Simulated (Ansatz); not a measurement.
**SiH₂O₂: one structure at several levels**

The task here is to estimate one member of a computed series from the others.

Program: Ansatz 0.2.0, Gaussian basis. Level of theory: single points in def2-TZVPP. These are calculated values, not measurements.

Correlated methods freeze the cores.

## Where the work starts

SMILES `O=[SiH]O`, 5 atoms, charge 0, spin multiplicity 1.

Atoms are counted from 1 here; the program's logs count them from 0.

Bond lengths: O1–Si2 1.406 Å, Si2–O3 1.898 Å, Si2–H4 1.128 Å, O3–H5 0.820 Å. Angles: O1–Si2–O3 122.9°, O1–Si2–H4 129.8°, O3–Si2–H4 107.2°, Si2–O3–H5 101.5°.

As a file:

```xyz
5
charge 0, multiplicity 1
O     0.2777   -0.8503    1.4906
Si   -0.3227   -0.4672    0.2785
O     0.2980    0.9928   -0.7633
H    -1.1771   -0.9397   -0.2856
H     1.0713    1.0647   -0.5000
```

Set-up of the first run:

Contents of run/in.yaml:

```yaml
crystal:
  periodic: [false, false, false]
  atoms:
    - {symbol: O, position_ang: [0.277700, -0.850300, 1.490600]}
    - {symbol: Si, position_ang: [-0.322700, -0.467200, 0.278500]}
    - {symbol: O, position_ang: [0.298000, 0.992800, -0.763300]}
    - {symbol: H, position_ang: [-1.177100, -0.939700, -0.285600]}
    - {symbol: H, position_ang: [1.071300, 1.064700, -0.500000]}
basis:
  gaussian: {orbitals: def2-TZVPP}
correlation: {method: ccsd_t}
output: {forces: true}
```

No record of the launch command was kept for these runs.

Steps of the session up to this table: CCSD(T)/def2-TZVPP; PBE0-D4/def2-TZVPP; wB97M-V/def2-TZVPP; r2SCAN-D4/def2-TZVPP; PBE-D4/def2-TZVPP; LC-wPBE/def2-TZVPP; B97M-V/def2-TZVPP.

One of the session's tables, all rows but one given; the rest of the session is left out.

```
   method  RMS force component (eV/Å)  angle to CCSD(T) forces (°)  dipole (D)
  CCSD(T)                       7.680                    reference        2.01
  PBE0-D4                       7.605                          1.6        2.02
  wB97M-V                       7.554                          1.2        2.06
r2SCAN-D4                       7.620                          0.8        1.95
   PBE-D4                       7.749                          1.9        1.85
  LC-wPBE                           ?                            ?           ?
   B97M-V                       7.431                          1.4        1.94
```

Estimate the missing values for LC-wPBE.

The run gave: RMS force component (eV/Å): 7.620; angle to CCSD(T) forces (°): 2.2; dipole (D): 2.09.
